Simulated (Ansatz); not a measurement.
Reaction (SMILES): NC=O + 3 [H][H] (H2) → C (CH4) + N (NH3) + O (H2O)
B3LYP-D3(BJ)/def2-TZVP geometries, fixed; electronic energies without zero-point terms.

Basis-set convergence of the energy of full hydrogenation at CCSD(T) with Ansatz (a quantum-chemistry and plane-wave program). Cartesian d functions, on some or all atoms, in 6-31+G*; all else is spherical. Cores are frozen. Species with rotatable bonds are taken in one conformer. No added dispersion term, no relativity. Functions are those of the species that has most. Reference: Hartree-Fock in cc-pVQZ plus the correlation part extrapolated as X^-3 from cc-pVTZ and cc-pVQZ, -54.90 kcal/mol, itself unsure by roughly 0.35 kcal/mol (a third of the extrapolation step and of the last Hartree-Fock step). Deviations are taken from unrounded values. Cost is core time over that of 6-31+G*, rough, on shared machines of one kind.

| basis | functions | energy of full hydrogenation (kcal/mol) | minus reference (kcal/mol) | cost |
|---|---|---|---|---|
| def2-SV(P) | 48 | -21.87 | 33.04 | 0.7× |
| def2-SVP | 57 | -46.92 | 7.99 | 0.8× |
| 6-31+G* | 63 | -39.50 | 15.41 | 1× |
| 6-311+G** | 84 | -52.28 | 2.63 | 1× |
| aug-pcseg-1 | 96 | -55.07 | -0.17 | 2× |
| 6-311++G(2d,2p) | 111 | -55.68 | -0.78 | 2× |
| def2-TZVP | 111 | -47.82 | 7.08 | 2× |
| def2-TZVPP | 135 | -54.36 | 0.54 | 3× |
| 6-311++G(3df,3pd) | 171 | -54.98 | -0.07 | 7× |
| aug-pcseg-2 | 207 | -55.18 | -0.28 | 10× |
| def2-QZVPP | 261 | -55.27 | -0.36 | 30× |

The smallest set listed that lies within 4 kcal/mol of the reference with all its larger relatives (same family, alike in diffuse functions; a set with none counts only in the reference's own line) is 6-311+G** (84 functions, 1× in cost, 2.63 kcal/mol off).
